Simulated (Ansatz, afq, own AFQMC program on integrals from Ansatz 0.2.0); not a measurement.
Two steps: Ansatz 0.2.0 writes the Fock matrix and Cholesky factors of the valence space, and afq projects on them the lowest state that overlaps trial and start.

```yaml
crystal:
  periodic: [false, false, false]
  atoms:
    - {symbol: Al, position_ang: [0.000000, 0.000000, 1.816500]}
    - {symbol: Al, position_ang: [0.000000, 0.000000, -1.816500]}
    - {symbol: H, position_ang: [0.000000, 1.353331, 2.660315]}
    - {symbol: H, position_ang: [0.000000, -1.353331, 2.660315]}
    - {symbol: H, position_ang: [0.000000, 1.353331, -2.660315]}
    - {symbol: H, position_ang: [0.000000, -1.353331, -2.660315]}
basis:
  gaussian: {orbitals: 6-31G}
magnetization: {spin_polarized: true, initial_magnetization: 0}
correlation: {method: ccsd_t, electrons: outside_noble_gas, hamiltonian_folder: ham}
```

```sh
$ ansatz run in.yaml --threads 1 --pin off --events-out ev --progress --plain --max-ram 1382MiB
```

Options of the walk:

```
--method phaseless --trial cid --walkers 160 --populations 1 --least-time 40 --time-step 0.005 --steps-per-block 10 --equilibration-blocks 120 --max-blocks 1200 --target-error 0.00152 --factor-cut 1e-05 --start spin_pure --seed 2624 --release-times 0.5,1,2 --release-step 0.02 --release-every 20 --taylor-order 6
```

Times are imaginary, in 1/Eh. The walk had a cap of 203 s.

afq prints:

```
orbitals 24  electrons 5 5  factors 154 of 404
reference energy -485.99371640 Eh
CCSD correlation -0.11133740 Eh in 12 cycles, weight of the determinant in the CISD state 0.8790
energy of the start -486.105110 Eh
 block  time / (1/Eh)  mean weight  energy / Eh
     1     0.050  0.9996  -486.104648
     2     0.100  1.0002  -486.104273
     3     0.150  1.0001  -486.103983
     4     0.200  0.9997  -486.103746
     5     0.250  0.9999  -486.103551
     7     0.350  0.9997  -486.103433
     9     0.450  0.9991  -486.103362
    15     0.750  0.9996  -486.103565
    29     1.450  1.0003  -486.104937
    36     1.800  1.0000  -486.104906
    43     2.150  1.0007  -486.105349
    57     2.850  0.9991  -486.106452
    71     3.550  1.0002  -486.106078
    85     4.250  1.0001  -486.107098
    99     4.950  1.0003  -486.107468
   113     5.650  0.9999  -486.107696
   127     6.350  0.9986  -486.107367
   141     7.050  1.0002  -486.107273
   155     7.750  1.0003  -486.107220
   169     8.450  1.0003  -486.107101
   183     9.150  1.0005  -486.107437
   197     9.850  0.9995  -486.107917
   211    10.550  1.0003  -486.108251
   225    11.250  0.9996  -486.108359
   239    11.950  0.9996  -486.108829
   253    12.650  0.9998  -486.109668
   260    13.000  0.9992  -486.112251
   267    13.350  1.0002  -486.108228
   281    14.050  1.0006  -486.108494
   288    14.400  0.9993  -486.110942
blocks merged  error / Eh  count
     1  0.000074  168
     2  0.000103  84
     4  0.000138  42
     8  0.000188  21
    16  0.000251  10
energy -486.108274 +/- 0.000188 Eh
(rows thinned)
```

The time cap ended the run before it passed its tests. The second half of the sampling lies below the first by 5.6 errors of their difference, so the energy may still be moving and its error bar be too small.

Against this walk (error 5.1 meV) on the same determinant: CCSD(T) 22.1 meV higher, CCSDT(Q) 13.6 meV lower, a separate phaseless walk with a CISD trial and standard settings 0.6 ± 7.7 meV lower (within the noise). The error is statistical and leaves out the bias of the constraint.

Cautions: constraint bias not in the error; error not settled; halves of the run differ; higher spins were not checked; an unrestricted solution with more broken spin lies lower (67 meV, ⟨S²⟩ 0.33), while this determinant keeps restricted orbitals; the sampling time fell short of the least asked.

The walk took 3.4 min on 1 thread of Arm Neoverse N1, on a shared host. The log's last line is the phaseless energy.

CCSDT and higher add their correlation energy to the determinant of the CCSD(T) run, since their own runs factorise the integrals more tightly (a shift of under 2 meV). A walk keeps the symmetry of its determinant, which the program's search chose and which needn't be the lowest solution, so a lower state of the same spin and another symmetry isn't excluded.
